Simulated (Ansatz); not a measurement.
## Ansatz (development build ahead of 0.2.0) run

```yaml
crystal:
  periodic: [false, false, false]
  atoms:
    - { symbol: Si, position_ang: [0.0, 0.0, 0.0] }
    - { symbol: H, position_ang: [0.0, 0.0, 3.124] }
    - { symbol: H, position_ang: [0.0, 2.3931, -2.0081] }
    - { symbol: H, position_ang: [2.0724, -1.1966, -2.0081] }
basis:
  gaussian: { orbitals: pcseg-2 }
magnetization:
  initial_magnetization: 1
hamiltonian:
  xc: pbe0
```

The input is written out in the form of the current development build from the run's settings.

Output:

```
Converged                       : yes
Total energy                    : -290.72766 hartree
Spin squared of the determinant : 0.750
Stability test                  : minimum among restricted orbitals
```

Caution: stretched shape with no unrestricted run beside it, a lower state can exist; charge can spread falsely over distant fragments.
